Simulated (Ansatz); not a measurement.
Ansatz (an electronic-structure program) input (B3LYP-D3(BJ)/def2-TZVP):

Ansatz 0.2 input:
```yaml
crystal:
  periodic: [false, false, false]
  atoms:
    - {symbol: H, position_ang: [-0.00898530, 0.15526919, 1.96658207]}
    - {symbol: N, position_ang: [-0.00900285, 0.15701759, 0.95944964]}
    - {symbol: C, position_ang: [0.00226746, 1.27179169, 0.16530042]}
    - {symbol: C, position_ang: [-0.02063968, -0.95464935, 0.17418406]}
    - {symbol: C, position_ang: [-0.00296972, 0.82802430, -1.11782630]}
    - {symbol: C, position_ang: [-0.01785279, -0.56832443, -1.14396984]}
    - {symbol: H, position_ang: [0.01280669, 2.26058313, 0.57474358]}
    - {symbol: H, position_ang: [-0.03069418, -1.94002048, 0.59782713]}
    - {symbol: H, position_ang: [-0.02571604, -1.20908238, -2.00141863]}
basis:
  gaussian:
    orbitals: def2-TZVP
hamiltonian:
  xc: b3lyp
  dispersion: d3bj
magnetization: {spin_polarized: true, initial_magnetization: 1}
relax: {f_tol: 0.002, max_steps: 150}
```

Output:

```
Functional definition: B3LYP
integrals: 0.08 GiB planned
1051 factors; their error is unknown
mean field: 1.03 GiB planned
mean field evaluation 1: about -5693.0101 eV, gradient 4.5e1 eV
mean field evaluation 2: about -5686.0077 eV, gradient 5.9e1 eV
mean field evaluation 4: about -5702.1687 eV, gradient 3.9e0 eV
mean field evaluation 8: about -5702.2284 eV, gradient 3.8e-1 eV
mean field evaluation 16: about -5702.2289 eV, gradient 4.3e-4 eV
mean field -5702.22889054 eV, -209.5530466177 hartree, gradient 4.6e-5 eV, S^2 0.756247; 0 other end points of the search recorded, 0 dependent functions left out
the calculation of the forces begins
reference -5702.22913006 eV, -209.5530554199 hartree; 18, 17 occupied and 161, 162 virtual orbitals, 1051 factors
relax step   1: F+E_penalty+E_count = -5702.55483851 eV  Δ(F+E_penalty+E_count) = +0.000e0 eV  max|allowed force component| = 7.768e-1 eV/Å  Δτ_max = 0.0000 Å  (37 SCF iters, accepted)
these checks for a lower state are left out or cut short: starts, cluster_reference, orbital_swaps, neighbouring_geometries, increment
integrals: 0.08 GiB planned
1051 factors; their error is unknown
mean field: 1.03 GiB planned
mean field -5702.24397242 eV, -209.5536008668 hartree, gradient 2.0e-5 eV, S^2 0.756362; 0 other end points of the search recorded, 0 dependent functions left out
the calculation of the forces begins
reference -5702.24421237 eV, -209.5536096847 hartree; 18, 17 occupied and 161, 162 virtual orbitals, 1051 factors
relax step   2: F+E_penalty+E_count = -5702.57056334 eV  Δ(F+E_penalty+E_count) = -1.572e-2 eV  max|allowed force component| = 2.900e-1 eV/Å  Δτ_max = 0.0167 Å  (39 SCF iters, accepted)
these checks for a lower state are left out or cut short: starts, cluster_reference, orbital_swaps, neighbouring_geometries, increment
integrals: 0.08 GiB planned
1051 factors; their error is unknown
mean field: 1.03 GiB planned
mean field evaluation 32: about -5702.2455 eV, gradient 5.2e-3 eV
mean field -5702.24546937 eV, -209.5536558785 hartree, gradient 1.5e-5 eV, S^2 0.756411; 0 other end points of the search recorded, 0 dependent functions left out
the calculation of the forces begins
reference -5702.24570946 eV, -209.5536647017 hartree; 18, 17 occupied and 161, 162 virtual orbitals, 1051 factors
relax step   3: F+E_penalty+E_count = -5702.57228283 eV  Δ(F+E_penalty+E_count) = -1.719e-3 eV  max|allowed force component| = 4.321e-2 eV/Å  Δτ_max = 0.0063 Å  (39 SCF iters, accepted)
these checks for a lower state are left out or cut short: starts, cluster_reference, orbital_swaps, neighbouring_geometries, increment
integrals: 0.08 GiB planned
1051 factors; their error is unknown
mean field: 1.03 GiB planned
mean field -5702.24546613 eV, -209.5536557594 hartree, gradient 1.3e-5 eV, S^2 0.756411; 0 other end points of the search recorded, 0 dependent functions left out
the calculation of the forces begins
reference -5702.24570622 eV, -209.5536645827 hartree; 18, 17 occupied and 161, 162 virtual orbitals, 1051 factors
relax step   4: F+E_penalty+E_count = -5702.57229550 eV  Δ(F+E_penalty+E_count) = -1.267e-5 eV  max|allowed force component| = 3.099e-2 eV/Å  Δτ_max = 0.0041 Å  (39 SCF iters, accepted)
these checks for a lower state are left out or cut short: starts, cluster_reference, orbital_swaps, neighbouring_geometries, increment
integrals: 0.08 GiB planned
1051 factors; their error is unknown
mean field: 1.03 GiB planned
mean field -5702.24557079 eV, -209.5536596055 hartree, gradient 1.1e-5 eV, S^2 0.756406; 0 other end points of the search recorded, 0 dependent functions left out
the calculation of the forces begins
reference -5702.24581086 eV, -209.5536684281 hartree; 18, 17 occupied and 161, 162 virtual orbitals, 1051 factors
relax step   5: F+E_penalty+E_count = -5702.57239301 eV  Δ(F+E_penalty+E_count) = -9.750e-5 eV  max|allowed force component| = 1.463e-3 eV/Å  Δτ_max = 0.0025 Å  (39 SCF iters, accepted)
integrals: 0.08 GiB planned
1051 factors; their error is unknown
mean field: 1.03 GiB planned
mean field evaluation 64: about -5702.2455 eV, gradient 6.0e-2 eV
mean field -5702.24557079 eV, -209.5536596055 hartree, gradient 1.1e-5 eV, S^2 0.756406; 1 other end points of the search recorded, 0 dependent functions left out
the calculation of the forces begins
reference -5702.24581086 eV, -209.5536684281 hartree; 18, 17 occupied and 161, 162 virtual orbitals, 1051 factors
Total energy: -5702.57263308 eV, -209.5656789232 hartree
Atom 0 at    -0.008305     0.155007     1.961844 Å, force    -0.000091    -0.000246     0.001228 eV/Å
Atom 1 at    -0.008931     0.157353     0.957175 Å, force    -0.000391    -0.001463    -0.000947 eV/Å
Atom 2 at     0.002358     1.290057     0.168138 Å, force     0.000090     0.000931     0.000783 eV/Å
Atom 3 at    -0.021188    -0.964741     0.171877 Å, force     0.000319    -0.000709    -0.000714 eV/Å
Atom 4 at    -0.003249     0.832112    -1.116157 Å, force     0.000133    -0.001247    -0.001160 eV/Å
Atom 5 at    -0.017919    -0.573878    -1.152814 Å, force    -0.000188     0.001298     0.000769 eV/Å
Atom 6 at     0.012910     2.279096     0.588817 Å, force     0.000093     0.000795    -0.000490 eV/Å
Atom 7 at    -0.031259    -1.950221     0.606032 Å, force     0.000159     0.000524    -0.000043 eV/Å
Atom 8 at    -0.025205    -1.224175    -2.010039 Å, force    -0.000124     0.000118     0.000574 eV/Å
Dipole moment:    -0.000841    -0.112046     0.521391 e Å
```

It need not be the lowest isomer of its formula.
